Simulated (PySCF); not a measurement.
# Computed and reference excited states of `N#[O+]` (NO+)

Published values to compare with (the computed states carry no symmetry labels, so the two lists aren't matched line by line):

```json
{"state": "a 3Σ+", "E (eV)": "6.47", "f": "", "kind of transition": "Te (adiabatic, minimum to minimum, no zero-point energy)", "source": "[1]"}
{"state": "b 3Πp", "E (eV)": "7.34", "f": "", "kind of transition": "Te (adiabatic, minimum to minimum, no zero-point energy)", "source": "[1]"}
{"state": "w 3Δ", "E (eV)": "7.67", "f": "", "kind of transition": "Te (adiabatic, minimum to minimum, no zero-point energy)", "source": "[1]"}
{"state": "b' 3Σ-", "E (eV)": "8.40", "f": "", "kind of transition": "Te (adiabatic, minimum to minimum, no zero-point energy)", "source": "[1]"}
{"state": "A' 1Σ+", "E (eV)": "8.62", "f": "", "kind of transition": "Te (adiabatic, minimum to minimum, no zero-point energy)", "source": "[1]"}
{"state": "W 1Δ", "E (eV)": "8.86", "f": "", "kind of transition": "Te (adiabatic, minimum to minimum, no zero-point energy)", "source": "[1]"}
{"state": "A 1Π", "E (eV)": "9.11", "f": "", "kind of transition": "Te (adiabatic, minimum to minimum, no zero-point energy)", "source": "[1]"}
```

[1] measured, gas; Huber, Herzberg, Constants of Diatomic Molecules, NIST Chemistry WebBook

Species: NO+, NO (charge +1).
InChI=1S/NO/c1-2/q+1

The calculation used TDDFT CAM-B3LYP/def2-SVPD, vertical, gas phase, core orbitals frozen in the response (PySCF 2.14.0, density-fitted response routines). Geometry: GFN2-xTB; no solvent, vibrations or thermal averaging.

Computed singlets: 10.06 eV (f 0.033 summed over 2 states); 10.65 eV (f 0.000); 11.23 eV (f 0.000 summed over 2 states); 15.52 eV (f 0.239 summed over 2 states); 17.54 eV (f 0.546). Computed triplets (Tamm–Dancoff): 7.61, 7.61 eV.

Adiabatic (Te) and 0-0 energies refer to the relaxed excited state and aren't the vertical quantity computed here.
